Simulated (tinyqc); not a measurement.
Worked calculation (part 2 of 2): CCSD on RHF in the sto-6g basis, frozen core, for BH2+, spin multiplicity 1. Computed by tinyqc, a small Python program that keeps every step (integrals from PySCF). Command: `OMP_NUM_THREADS=1 python tinyqc.py 24105 24106 out.jsonl` (the two numbers bound the seeds that draw the settings). One thread of a shared host (Intel(R) Xeon(R) Processor @ 2.60GHz), about 0.3 s of CPU time with the checks.

Geometry (angstrom):

| atom | x | y | z |
|---|---|---|---|
| B | 0.000000 | 0.000000 | 0.000000 |
| H | 0.000000 | 1.249000 | 0.479000 |
| H | 0.000000 | -1.249000 | 0.479000 |

## CCSD: amplitude update 1

Starting amplitudes (spin orbitals 1a, 1b, ...; amplitudes related by a flip of all spins are not repeated):

| from | to | t |
|---|---|---|
| 2a 2b | 4a 4b | -0.049744 |
| 3a 3b | 7a 7b | -0.049162 |
| 2a 2b | 5a 5b | -0.048101 |
| 3a 3b | 6a 6b | -0.041714 |
| 2a 2b | 6a 6b | -0.040960 |
| 2a 3b | 6a 7b | -0.033943 |
| 2a 3b | 4a 7b | 0.026666 |
| 3a 3b | 4a 4b | -0.025258 |
| 2a 3b | 6b 7a | 0.023520 |
| 2a 2b | 7a 7b | -0.021980 |
| 3a 3b | 4a 6b | 0.017392 |
| 2a 3b | 4b 7a | -0.016009 |
| 3a 3b | 5a 5b | -0.014170 |
| 2a 3a | 4a 7a | 0.010657 |
| 2a 3a | 6a 7a | -0.010423 |
| 2a 2b | 4a 6b | 0.001852 |

Two-electron integrals over orbitals (pq|rs), unique and non-zero (hartree); the lowest 1 orbital is frozen and left out:
```
(22|22) 0.460373    (32|32) 0.141520    (33|22) 0.454005    (33|33) 0.473602
(42|22) 0.012115    (42|33) 0.013873    (42|42) 0.073248    (43|32) 0.025436
(43|43) 0.030553    (44|22) 0.445515    (44|33) 0.424081    (44|42) -0.074071
(44|44) 0.573711    (52|52) 0.075668    (53|53) 0.018566    (54|52) -0.029251
(54|54) 0.039842    (55|22) 0.469278    (55|33) 0.432249    (55|42) -0.039122
(55|44) 0.507009    (55|55) 0.587109    (62|22) 0.048407    (62|33) 0.009473
(62|42) -0.003361   (62|44) 0.062480    (62|55) 0.101320    (62|62) 0.088358
(63|32) -0.068698   (63|43) -0.026992   (63|63) 0.079020    (64|22) 0.024923
(64|33) 0.002267    (64|42) 0.004262    (64|44) 0.037449    (64|55) 0.041218
(64|62) 0.050695    (64|64) 0.036099    (65|52) 0.051199    (65|54) -0.009984
(65|65) 0.042125    (66|22) 0.460565    (66|33) 0.458069    (66|42) 0.052758
(66|44) 0.406633    (66|55) 0.438334    (66|62) 0.030156    (66|64) 0.019668
(66|66) 0.509030    (72|32) -0.012277   (72|43) -0.029514   (72|63) 0.051415
(72|72) 0.054457    (73|22) 0.047407    (73|33) 0.026464    (73|42) -0.049162
(73|44) 0.102804    (73|55) 0.111278    (73|62) 0.074199    (73|64) 0.038387
(73|66) -0.002312   (73|73) 0.108882    (74|32) -0.065453   (74|43) 0.002846
(74|63) 0.040088    (74|72) 0.004542    (74|74) 0.050421    (75|53) 0.016692
(75|75) 0.018490    (76|32) 0.119845    (76|43) 0.038095    (76|63) -0.082870
(76|72) -0.039565   (76|74) -0.055715   (76|76) 0.129622    (77|22) 0.458693
(77|33) 0.476094    (77|42) -0.002549   (77|44) 0.456007    (77|55) 0.455011
(77|62) 0.012280    (77|64) 0.000376    (77|66) 0.470315    (77|73) 0.036947
(77|77) 0.506002
```

orbital energies (hartree): MO1 -8.031315, MO2 -0.948953, MO3 -0.817533, MO4 -0.212708, MO5 -0.162402, MO6 0.129636, MO7 0.289841

t_i^a D_i^a and t_ij^ab D_ij^ab are set to the remaining terms of the spin-orbital equations, evaluated with the old amplitudes; for the doubles these are <ij||ab> + 1/2 <ab||ef> t_ij^ef + 1/2 <mn||ij> t_mn^ab + P(ij)P(ab) <mb||ej> t_im^ae + terms in t^2 + terms with t1, D the orbital-energy denominators.

Amplitudes after update 1 (spin orbitals 1a, 1b, ...; amplitudes related by a flip of all spins are not repeated):

| from | to | t |
|---|---|---|
| 2a 2b | 4a 4b | -0.065159 |
| 2a 2b | 5a 5b | -0.064251 |
| 3a 3b | 7a 7b | -0.063206 |
| 3a 3b | 6a 6b | -0.055660 |
| 2a 2b | 6a 6b | -0.051271 |
| 2a 3b | 6a 7b | -0.046231 |
| 2a 3b | 4a 7b | 0.036373 |
| 2a 3b | 6b 7a | 0.034605 |
| 3a 3b | 4a 4b | -0.032283 |
| 2a 2b | 7a 7b | -0.029410 |
| 3a 3b | 4a 6b | 0.028424 |
| 2a 3b | 4b 7a | -0.024207 |
| 3a 3b | 5a 5b | -0.012754 |
| 2a 3a | 4a 7a | 0.012166 |
| 2a 3a | 6a 7a | -0.011625 |
| 2a | 4a | -0.007212 |
| 3a | 7a | -0.002250 |
| 2a 2b | 4a 6b | 0.001333 |
| 2a | 6a | -0.000529 |

correlation energy = -0.04624271 hartree

## CCSD: amplitude update 2

As before.

Amplitudes after update 2 (spin orbitals 1a, 1b, ...; amplitudes related by a flip of all spins are not repeated):

| from | to | t |
|---|---|---|
| 2a 2b | 4a 4b | -0.071063 |
| 2a 2b | 5a 5b | -0.070278 |
| 3a 3b | 7a 7b | -0.067618 |
| 3a 3b | 6a 6b | -0.061042 |
| 2a 2b | 6a 6b | -0.053804 |
| 2a 3b | 6a 7b | -0.050134 |
| 2a 3b | 4a 7b | 0.039975 |
| 2a 3b | 6b 7a | 0.038533 |
| 3a 3b | 4a 6b | 0.035153 |
| 3a 3b | 4a 4b | -0.034789 |
| 2a 2b | 7a 7b | -0.032499 |
| 2a 3b | 4b 7a | -0.027720 |
| 2a | 4a | -0.012675 |
| 2a 3a | 4a 7a | 0.012255 |
| 2a 3a | 6a 7a | -0.011601 |
| 3a 3b | 5a 5b | -0.009402 |
| 3a | 7a | -0.003905 |
| 2a | 6a | -0.001175 |
| 2a 2b | 4a 6b | 0.000995 |

correlation energy = -0.05034638 hartree

## CCSD: convergence

E_corr = 1/4 sum <ij||ab> t_ij^ab + 1/2 sum <ij||ab> t_i^a t_j^b; stop when the norm of the change is below 1e-8.

Course of the amplitude iterations:

| update | correlation energy (hartree) | norm of the change |
|---|---|---|
| 0 | -0.03465106 | - |
| 1 | -0.04624271 | 9.49e-02 |
| 2 | -0.05034638 | 3.86e-02 |
| 3 | -0.05308409 | 1.81e-02 |
| 4 | -0.05311317 | 4.02e-03 |
| 5 | -0.05312806 | 7.21e-04 |
| 6 | -0.05312175 | 1.13e-04 |
| 7 | -0.05312446 | 2.90e-05 |
| 8 | -0.05312416 | 8.28e-06 |
| 9 | -0.05312414 | 1.31e-06 |
| 10 | -0.05312414 | 4.64e-07 |
| 11 | -0.05312414 | 8.74e-08 |
| 12 | -0.05312414 | 2.02e-08 |
| 13 | -0.05312414 | 4.09e-09 |

Converged amplitudes (spin orbitals 1a, 1b, ...; amplitudes related by a flip of all spins are not repeated):

| from | to | t |
|---|---|---|
| 2a 2b | 4a 4b | -0.076860 |
| 2a 2b | 5a 5b | -0.075696 |
| 3a 3b | 7a 7b | -0.068808 |
| 3a 3b | 6a 6b | -0.065134 |
| 2a 2b | 6a 6b | -0.053245 |
| 2a 3b | 6a 7b | -0.052168 |
| 3a 3b | 4a 6b | 0.043880 |
| 2a 3b | 4a 7b | 0.043267 |
| 2a 3b | 6b 7a | 0.040145 |
| 3a 3b | 4a 4b | -0.037486 |
| 2a 2b | 7a 7b | -0.034802 |
| 2a 3b | 4b 7a | -0.030706 |
| 2a | 4a | -0.021208 |
| 2a 3a | 4a 7a | 0.012562 |
| 2a 3a | 6a 7a | -0.012022 |
| 3a | 7a | -0.006515 |
| 3a 3b | 5a 5b | -0.003030 |
| 2a | 6a | -0.001445 |
| 2a 2b | 4a 6b | 4.40e-06 |

CCSD total energy = -25.43307568 hartree

T1 diagnostic, norm of the one-spin t1 over sqrt(correlated electrons) = 0.011117

Converged in 13 updates, with DIIS from the third.
